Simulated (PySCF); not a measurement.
Two species compared at the same levels of theory.

First species: C₅H₁₂P (charge +1).
SMILES with atom numbers: `[CH2:1]=[CH:2][P+:3]([CH3:4])([CH3:5])[CH3:6]` (hydrogens: H7, H8 on C1; H9 on C2; H10, H11, H12 on C4; H13, H14, H15 on C5; H16, H17, H18 on C6)

Second species: C4H9FN (charge +1).
SMILES: `[C@H]1(C[C@H](F)C1)[NH3+]`

Levels: B3LYP/def2-SVPD for HOMO energy, LUMO energy, HOMO–LUMO gap, static isotropic polarisability and electronic spatial extent ⟨r²⟩ about the centre of nuclear charge; TDDFT B3LYP/def2-SVPD for lowest singlet excitation; TDA B3LYP/def2-SVPD for lowest triplet excitation (Tamm–Dancoff); GFN2-xTB for rotational constant A and rotational constant C. Geometries: GFN2-xTB. Each species is one conformer at its optimised geometry, gas phase, non-relativistic unless stated; the electronic structure was computed with PySCF and density fitting.

The conformers computed, where there is a choice (atom-mapped SMILES and torsion angles):
- `[CH2:1]=[CH:2][P+:3]([CH3:4])([CH3:5])[CH3:6]`: C1–C2–P3–C4 -120°

```
                                                         property   column X   column Y
                                                      HOMO energy  -13.47 eV  -12.67 eV
                                                      LUMO energy   -4.97 eV   -5.45 eV
                                                    HOMO–LUMO gap    8.50 eV    7.22 eV
                                        lowest singlet excitation    7.66 eV    7.31 eV
                         lowest triplet excitation (Tamm–Dancoff)    7.61 eV    4.42 eV
                                  static isotropic polarisability    50.1 au    78.2 au
electronic spatial extent ⟨r²⟩ about the centre of nuclear charge  505 bohr²  791 bohr²
                                            rotational constant A  5.033 GHz  3.337 GHz
                                            rotational constant C  2.989 GHz  2.060 GHz
```

(1) Which column belongs to which species?

(2) How does each property change from the first species to the second?

## Answers

(1) Column X is the second species and column Y the first. The first has 18 atoms and 56 electrons, the second 15 and 48.

(2) HOMO energy -0.80 eV; LUMO energy +0.48 eV; HOMO–LUMO gap +1.28 eV; lowest singlet excitation +0.35 eV; lowest triplet excitation (Tamm–Dancoff) +3.19 eV; static isotropic polarisability -28.1 au; electronic spatial extent ⟨r²⟩ about the centre of nuclear charge -286 bohr²; rotational constant A +1.696 GHz; rotational constant C +0.929 GHz.

On the first: S1 lies 0.09 eV above the HOMO–LUMO gap; its leading configuration is HOMO→LUMO, weight 0.94. The principal polarisabilities are 69.8, 73.6 and 91.1 au; their mean is the isotropic value.

On the second: In wavenumbers S1 is 61700 cm⁻¹ (1 eV = 8065.54 cm⁻¹). The principal polarisabilities are 47.7, 49.7 and 53.0 au; their mean is the isotropic value.
